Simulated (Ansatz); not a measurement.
Reaction (SMILES): ClF (F-Cl) → ClF+ (doublet, bonded as FCl) + e-
B3LYP-D3(BJ)/def2-TZVP geometries, fixed; electronic energies without zero-point terms.

Effect of a fitting basis named in the input at r2SCAN/def2-TZVPP with Ansatz (a first-principles code), against the last row, where the adiabatic ionisation energy is 12.41 eV. Open shells are unrestricted. The default fits or decomposes integrals by the program's own choice; accuracy: high also tightens integrals, grids and stops.

```
setting                        largest shift of a total energy (mEh)  shift of the adiabatic ionisation energy (eV)
-----------------------------  -------------------------------------  ---------------------------------------------
fitting: def2-SV(P)-JKFIT                                     -0.035                                          0.000
fitting: def2-universal-JKFIT                                 -0.035                                          0.000
fitting: cc-pVTZ-JKFIT                                        -0.017                                          0.000
fitting: cc-pVQZ-JKFIT                                        -0.007                                          0.000
fitting: cc-pV5Z-JKFIT                                        -0.005                                          0.000
fitting: def2-universal-JFIT                                  -0.105                                          0.000
accuracy: high                                                 0.001                                          0.000
accuracy: medium (default)                                     0.000                                          0.000
```

Within 0.002 eV in the adiabatic ionisation energy: fitting: def2-SV(P)-JKFIT; fitting: def2-universal-JKFIT; fitting: cc-pVTZ-JKFIT; fitting: cc-pVQZ-JKFIT; fitting: cc-pV5Z-JKFIT; fitting: def2-universal-JFIT; accuracy: high. The largest shift is 0.105 mEh in a total energy and 0.000 eV in the difference.
